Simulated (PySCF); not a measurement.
# CH8Si2

CH8Si2 is a small molecule, neutral, singlet. The structure, one conformer, was relaxed in the gas phase by PBE0-D3(BJ)/def2-SVP. No frequency run checks that it is a minimum.

SMILES: C[SiH2][SiH3]

```xyz
11

Si   -0.328   -0.600   -0.598
Si    1.785    0.232   -0.004
C    -1.676    0.152    0.484
H    -0.316   -2.092   -0.455
H    -0.585   -0.287   -2.041
H     2.837   -0.221   -0.966
H     1.767    1.730    0.005
H     2.163   -0.235    1.367
H    -1.501   -0.085    1.544
H    -2.665   -0.240    0.203
H    -1.696    1.247    0.376
```
Atom numbers follow the order of the file, from 1.

Shieldings: GIAO PBE0/pcSseg-2. Shifts are against computed references at the same level: C TMS (σ 184.1 ppm), H TMS (σ 31.24 ppm), Si TMS (σ 341.3 ppm). Core levels by delta-SCF with SCAN, pcX-2 on the ionised atom and pcseg-1 elsewhere, spin-free X2C (2p3/2 is the spin-free 2p value less a third of a first-order spin-orbit splitting); from the vacuum level, for chosen atoms.

Q: Give the shieldings and core levels atom by atom.

A: 
| atoms | bonded to | σ (ppm) | δ (ppm) | core level (eV) |
| --- | --- | --- | --- | --- |
| Si1 | 1 C + 1 Si + 2 H | 414.5 | -73.2 | 2p3/2 106.35 |
| Si2 | 1 Si + 3 H | 450.3 | -109.1 | 2p3/2 106.41 |
| C3 | 1 Si + 3 H | 193.2 | -9.1 | 1s 290.33 |
| H4 H5 | 1 Si | 27.21 | 4.03 | - |
| H6 H7 H8 | 1 Si | 27.74 | 3.51 | - |
| H9 H10 H11 | 1 C | 30.96 | 0.29 | - |

Values are those of this one static structure, with the three H of a rotating XH3 group averaged; atoms that internal rotation interchanges would show their mean in an NMR spectrum.

Q: By CAM-B3LYP/def2-SVPD (TDDFT singlets, Tamm-Dancoff triplets, ionisation by delta-SCF), where does absorption start, and what does vertical ionisation take?

A: The lowest singlet lies at 7.13 eV (f 0.033), the strongest of the first 6 at 8.00 eV (f 0.471), the lowest triplet at 6.36 eV; vertical ionisation takes 10.16 eV.
